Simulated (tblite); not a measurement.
C₅H₁₀N (doublet state).
Geometry (GFN2-xTB, Å), atoms numbered from 1 in this order:
```
atom  x, y, z in Å
C1     2.3398    0.0867    0.9663
N2     1.4298   -0.7296    0.6854
C3     0.6765   -0.5801   -0.5390
C4    -0.6551   -0.0572   -0.1313
C5    -0.8068    1.3853    0.1826
C6    -1.7216   -1.0135    0.2499
H7     2.6839    0.8907    0.3039
H8     2.8320    0.0013    1.9241
H9     1.1732    0.1062   -1.2459
H10    0.5844   -1.5726   -0.9881
H11   -1.3467    1.5309    1.1199
H12    0.1627    1.8755    0.2567
H13   -1.3790    1.8971   -0.5992
H14   -1.4882   -1.4920    1.2076
H15   -1.8131   -1.8124   -0.4873
H16   -2.6794   -0.5074    0.3504
```

Method: GFN2-xTB as coded in tblite; computed harmonic values from a numerical Hessian at the method's own geometry, unscaled. Errors from tens to a few hundred cm⁻¹ against measured bands are possible. One conformer, not necessarily the lowest. Open shells enter through the occupations alone, without spin polarisation, and single modes of such species can be off by tens of per cent. The optimisation stopped once no atom felt more than 0.01 eV/Å.

Lowest wavenumbers of the output (negative numbers stand for imaginary wavenumbers):
```
mode    cm-1
  1     -72.9
  2      60.9
  3      77.8
  4     100.6
  5     191.2
  6     334.3
  7     350.1
  8     389.9
```

Question: Is this structure a minimum?

Answer: No. 1 mode is imaginary beyond 20i (73i cm⁻¹), so at this level the point lies at or near a first-order saddle.

Question: Which atoms move in the imaginary mode?

Answer: 73i: H13 (hydrogen on carbon) 36 %, H12 (hydrogen on carbon) 30 %, H11 (hydrogen on carbon) 28 %. These are shares of the mass-weighted motion.

Question: What is the remedy?

Answer: Step along that mode in both directions, optimise again with tighter thresholds and repeat the frequencies. The zero-point energy of this point (84.8 kcal/mol) counts the 41 real modes alone, and thermal corrections from it aren't those of a minimum.
